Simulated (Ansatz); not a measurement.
## BeRh₂: from a trial structure to a relaxed crystal

Method: DFT PBE, scalar-relativistic, plane waves, PAW in Ansatz 0.2.0. Cutoff 420 eV, Γ-centred k mesh, Gaussian smearing, no spin polarisation in the final step.

The start puts BeRh₂ on the ThSi2 structure type (I4_1/amd, No. 141), with Be in place of Th, Rh in place of Si, at a guessed volume.

```xyz
6
Lattice="-1.6914 1.6914 5.8808 1.6914 -1.6914 5.8808 1.6914 1.6914 -5.8808" Properties=species:S:1:pos:R:3 pbc="T T T"
Be    0.0000    0.0000    0.0000
Be    0.0000    1.6914    2.9404
Rh    0.0000    0.0000    4.8987
Rh    1.6914    0.0000    1.9583
Rh    1.6914    0.0000    3.9225
Rh    0.0000    0.0000    6.8629
```

Cell and atoms relax at zero pressure; the relaxation can't lower the symmetry of the start. After a coarse first stage the cell is made exact in the group found at 0.06 Å.

Formation energies are uncorrected and refer to the elements' standard structures at the same level.

What does it relax into?

It keeps I4_1/amd (No. 141), but not the shape of the type it started on. Conventional cell: a = 2.725 Å, c = 20.043 Å. Be has 8 Rh at 2.38 Å and 4 Be at 2.73 Å; around Rh lie 4 Be at 2.38 Å and 7 Rh at 2.62–2.78 Å.

Space group I4_1/amd:1 (No. 141). a = 2.725 Å, b = 2.725 Å, c = 20.043 Å, α = 90.00°, β = 90.00°, γ = 90.00°
```json
{"atom": "Be", "site": "4a", "symmetry": "-4m2", "x": "0.0000", "y": "0.0000", "z": "0.0000"}
{"atom": "Rh", "site": "8e", "symmetry": "2mm.", "x": "0.0000", "y": "0.0000", "z": "0.4307"}
```

What are its volume, energy, density and gap?

The volume per atom is 12.40 Å³, the density is 9.59 g/cm³ and the energy over the elements is -0.20 eV/atom. The gap on the 20×20×20 mesh is 0 eV (a metal).

The final run used a 20×20×20 mesh on its 6-atom cell and 0.10 eV smearing. The k mesh leaves about 4 meV/atom of noise in metals. A structure relaxed within its symmetry needn't be a true minimum.

Cost: 3 runs of about 5.4 core-minutes in all, on Intel Xeon 6975P-C (Granite Rapids) (shared hosts).